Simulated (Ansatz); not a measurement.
C3H5NS can be A, `C=C/N=C/S`, or B, `CSC1C=N1`.

Program: Ansatz. Geometries: PBE0-D4/def2-TZVP. ΔE: electronic, gas phase. CBS: MP2 limit from def2 TZ/QZ plus the TZ coupled-cluster correction, frozen cores. DFT in def2-TZVPP. B3LYP here is the variant with VWN-RPA as its local correlation; programs differ in this. One conformer a species, not always the lowest.

(1) Which is lower in electronic energy at CCSD(T)/CBS, and by how much? (Best estimate.)

(2) Give E(B) − E(A) in kcal/mol with BLYP-D4, HF/def2-TZVPP, B2PLYP, B3LYP, PBE-D4, CCSD(T)/def2-TZVPP, ωB97M-V. (Estimate.)

(3) Does the order hold for the free energy at 298.15 K (harmonic terms from PBE0-D4)? (Estimate.)

Largest T1 diagnostic: 0.013.

Results:

(1) The calculation gave: A, by 23.7 kcal/mol.

(2) Computed: BLYP-D4 29.9, HF/def2-TZVPP 28.7, B2PLYP 26.5, B3LYP 29.1, PBE-D4 25.3, CCSD(T)/def2-TZVPP 24.1, ωB97M-V 22.8. None reverses the order clearly.

(3) Computed: Yes: G(B) − G(A) = +24.1 kcal/mol, for one conformer each.

From BLYP to BHLYP (50 % exact exchange), in def2-TZVPP and without D4, E(B) − E(A) moves by −2.2 kcal/mol. At CCSD(T), def2-SVP lies +1.5 kcal/mol from the extrapolated value and def2-TZVPP +0.4 kcal/mol.
